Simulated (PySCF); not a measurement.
# Atomic charges by several schemes

CS₂.
Atom-mapped SMILES: `[S:1]=[C:2]=[S:3]`

Geometry (GFN2-xTB, Å), atoms numbered from 1 in this order:
```xyz
3
CS2 angstrom
S     -1.5077    0.4133   -0.0062
C      0.0038    0.0698   -0.0042
S      1.5154   -0.2738   -0.0022
```

Density: PBE0/pcSseg-1 (PySCF); schemes: Mulliken, IAO, Hirshfeld and ESP-fitted. Geometry: GFN2-xTB; no solvent, vibrations or thermal averaging.

Q: For which atoms does the sign change between the 4 schemes (beyond +0.03 e in one, beyond −0.03 e in another)?

A: For none.

Q: At which atom do the 4 schemes differ most?

A: At C2: from -0.264 (IAO) to +0.001 e (Hirshfeld), 0.265 e apart.

Q: Do the Mulliken, IAO, Hirshfeld and ESP-fitted schemes agree on where the charge is lowest?

A: The schemes don't all agree: Mulliken C2 (-0.120); IAO C2 (-0.264); Hirshfeld S1 and S3 (0.000); ESP-fitted C2 (-0.136).

Q: What partial charge does each atom carry?

A: In e:

```csv
atom,environment,Mulliken,IAO,Hirshfeld,ESP-fitted
S1,sulfur bonded to C,+0.060,+0.132,0.000,+0.068
C2,central carbon of cumulated double bonds,-0.120,-0.264,+0.001,-0.136
S3,sulfur bonded to C,+0.060,+0.132,0.000,+0.068
```

Mean size of the charges over all atoms: IAO 0.176 e, ESP-fitted 0.091 e, Mulliken 0.080 e, Hirshfeld 0.000 e. Each set sums to the total charge, 0, to within 0.001 e. The Hirshfeld scheme divides the density at each point in proportion to the densities of the neutral, spherically averaged free atoms.

Q: How many electrons does the Mulliken scheme count on S1?

A: Z − q = 16 − (+0.060) = 15.940.

Q: Sum the charges by element, for elements with more than one atom.

A: 
```csv
element,atoms,Mulliken,IAO,Hirshfeld,ESP-fitted
S,2,+0.120,+0.264,-0.001,+0.136
```
